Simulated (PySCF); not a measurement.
# C3H6: magnetic properties

One table from this session's results is given with a row withheld; the runs are named, their logs left out.

Programs: PySCF 2.14.0, with routines of our own; each step states its level. All values are computed. Atoms count from 0.

## The starting structure

9 atoms, charge 0, multiplicity 1; geometry from: GFN2-xTB.

The first run:

The job: settings as JSON, then the geometry in Å.

```
{"job": {"xc": "PBE0", "basis": "def2-SVP", "d3": "d3bj", "grid": 1, "kind": "geom"}, "charge": 0, "multiplicity": 1}
C     -0.751886    -0.421670     0.016093
C      0.739630    -0.426391     0.135534
C      0.016726     0.850059    -0.159499
H     -1.337778    -0.546064     0.914048
H     -1.196068    -0.875927    -0.856373
H      1.175302    -0.554113     1.114748
H      1.314613    -0.882019    -0.656028
H     -0.043614     1.595796     0.618276
H      0.096636     1.266321    -1.151978
```

On the command line:

```
$ OMP_NUM_THREADS=1 python excited_run.py task.json out
```

This one command runs all jobs of the session in turn.

Among the steps run: Optimising the geometry at PBE0-D3(BJ)/def2-SVP; Magnetic properties: GIAO HF/pcSseg-2; Magnetic properties: GIAO LDA/pcSseg-2; Magnetic properties: GIAO PBE/pcSseg-2; Magnetic properties: GIAO BLYP/pcSseg-2; Magnetic properties: GIAO BP86/pcSseg-2; Magnetic properties: GIAO OPBE/pcSseg-2.

One of the session's tables, all rows but one given; the rest of the session is left out.

| level | gap (eV) |
| --- | --- |
| GIAO HF/pcSseg-2 | 14.37 |
| GIAO LDA/pcSseg-2 | ? |
| GIAO PBE/pcSseg-2 | 7.29 |
| GIAO BLYP/pcSseg-2 | 7.13 |
| GIAO BP86/pcSseg-2 | 7.57 |
| GIAO OPBE/pcSseg-2 | 7.29 |

Estimate the missing values for GIAO LDA/pcSseg-2.

As computed: gap (eV): 7.39. In the column «gap (eV)» it lies between GIAO OPBE/pcSseg-2 (7.29) and GIAO BP86/pcSseg-2 (7.57).

To keep in mind: Vibrational averaging and real surroundings are missing from these values.
